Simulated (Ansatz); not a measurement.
## Ag (fcc): energy against volume

Theory: DFT, BLYP, plane waves (420 eV) with PAW, scalar-relativistic (Ansatz 0.2.0). (PAW data from PBE, frozen cores regenerated.)

The cell is scaled uniformly from the relaxed one, with fractional coordinates and shape fixed. Energies are extrapolated to zero smearing, pressures are those at the given smearing. Magnetic state: spin not included.

A Birch-Murnaghan fit gives V₀ = 19.31 Å³/atom, B₀ = 68 GPa, B₀′ = 5.8.

**Question.** What are the energy above the minimum and the pressure at 16.983 Å³/atom?

**Answer.** 79.8 meV/atom and 12.71 GPa as computed.

**Question.** What are the energy above the minimum and the pressure at 17.755 Å³/atom?

**Answer.** 32.2 meV/atom and 7.30 GPa as computed.

**Question.** What are the energy above the minimum and the pressure at 18.527 Å³/atom?

**Answer.** 7.4 meV/atom and 3.17 GPa as computed.
